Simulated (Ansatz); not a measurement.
Elastic constant C12 of some hcp solids

Method: r²SCAN (Ansatz, an electronic-structure program, PAW). References are measured values at low temperature. The table is a random draw of 6 from 7 solids with such references.

Values in GPa.

```json
[
 {"solid": "hcp Zn", "reference": "34.8¶", "r²SCAN": "45.0", "error (%)": "+29"},
 {"solid": "hcp Mg", "reference": "25.9¶", "r²SCAN": "26.0", "error (%)": "+0.4"},
 {"solid": "hcp Zr", "reference": "67.2", "r²SCAN": "65.1", "error (%)": "-3.1"},
 {"solid": "hcp Os", "reference": "228¶", "r²SCAN": "237", "error (%)": "+3.9"},
 {"solid": "hcp Y", "reference": "29.1¶", "r²SCAN": "29.1", "error (%)": "0.0"},
 {"solid": "hcp Be", "reference": "27.6¶", "r²SCAN": "18.6", "error (%)": "-33"}
]
```

Over these 6 solids the mean error is -0.3 %, the mean absolute error 11.6 % (median 3.5 %), and the worst case hcp Be at -33 %; the value is above the reference in 3 of 6 cases. Over all 7, from unrounded values, the mean error is +0.1 % and the mean absolute error 10.3 % (median 3.1 %).

All these references are low-temperature values that still hold zero-point motion.

Spin–orbit coupling is left out, also for the solids with elements from indium on (hcp Os); its size isn't shown.

¶ marks references of a special kind: hcp Zn, 34.8 GPa (measured, 0 K, extrapolated to 0 K; zero-point effects included; as tabulated in Galib et al. (2023), arXiv:2209.08184); hcp Mg, 25.9 GPa (measured, 0 K, extrapolated to 0 K; zero-point effects included; as tabulated in Ibrahim et al. (2023), arXiv:2305.03577); hcp Os, 228 GPa (measured, 0 K, extrapolated to 0 K (read from the set's bulk modulus against, 405 at 300 K); as tabulated in Liu et al. (2023), arXiv:2002.00005); hcp Y, 29.1 ± 0.3 GPa (measured, 0 K, extrapolated to 0 K; as tabulated in Elastic Constants of Yttrium Single Crystals in the Temperature Range 4.2-400 K); hcp Be, 27.6 ± 0.8 GPa (measured, 0 K, extrapolated to 0 K; as tabulated in Elastic Constants of Single Crystal Beryllium, J. Appl. Phys., doi …).

Differences are worked out from the printed values.

Each level is taken at its own relaxed cell. Ansatz's density-functional and Hartree–Fock values are scalar-relativistic unless marked +SOC, with PAW data made under PBE.

Ansatz's runs of these crystals have no spin polarisation. Meta-GGAs and exact exchange favour moments, which can bear on hcp Y.

Not in this set, of the hcp solids with a reference value in our tables and a result at some level: 5 for a reference at room or unstated temperature. These can be a level's best or worst cases. Solids without a released value at any level aren't counted. L1₀ solids are left out, as their cells have other axes than the references. Layered and molecular crystals are counted apart. The metals Ce to Yb are counted apart.

References as tabulated in Galib et al. (2023), arXiv:2209.08184; Ibrahim et al. (2023), arXiv:2305.03577; Clouet (2012), arXiv:1210.1082; Liu et al. (2023), arXiv:2002.00005 and others.
